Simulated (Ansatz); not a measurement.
Pyrite RuS₂ was calculated with PBEsol (PAW; Ansatz, a program for electronic structure).

Settings: plane-wave cutoff 520 eV, 6×6×6 k mesh, Fermi–Dirac smearing 0.01 eV, no spin polarisation, scalar-relativistic PAW data made under PBE.

The cell is scaled about its equilibrium volume:

Shape and atoms are relaxed at each volume.

| V (Å³/atom) | P (GPa) | direct gap at Γ (eV) | smallest gap on the k mesh (eV) |
|---|---|---|---|
| 13.902 | 8.90 | 0.768 | 0.500 |
| 14.191 | 4.19 | 0.760 | 0.505 |
| 14.481 | 0.00 | 0.751 | 0.508 |
| 14.770 | -3.73 | 0.746 | 0.515 |
| 15.060 | -7.04 | 0.733 | 0.512 |

The fundamental gap (0.48 eV at the equilibrium volume, with added k points) lies elsewhere than Γ–Γ.

Note: the bulk modulus comes from volumes at which shape and atoms were relaxed.

Spin–orbit coupling is not included.
